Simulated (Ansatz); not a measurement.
Basis-set extrapolation for C5H10O, SMILES `CC(=O)C(C)C` (PBE0-D4/def2-TZVP geometry, frozen core, the Gaussian-basis code of Ansatz). Multiplicity 1, RHF reference.

```
                      def2-TZVPP   def2-QZVPP
                 HF  -270.135716  -270.148326
    MP2 correlation    -1.089773    -1.161980
CCSD(T) correlation    -1.186554      not run
```

Energies in hartree. Use E(X) = E(∞) + A·exp(−7.88·√X) for Hartree–Fock and E(X) = E(∞) + B·X^(−2.97) for correlation, with X = 3 and 4, and add CCSD(T) minus MP2 of the smaller set to the MP2 limit.

Problem. What is the CCSD(T) energy at the basis-set limit?

Solution. HF limit: -270.148326 + (-0.012610) × 0.13774 = -270.15006. MP2 limit: -1.161980 + (-0.072207) × 0.74074 = -1.21547. Higher-order term: -1.186554 − (-1.089773) = -0.09678. Total: -271.46231 hartree, 3.81 eV below CCSD(T)/def2-TZVPP.
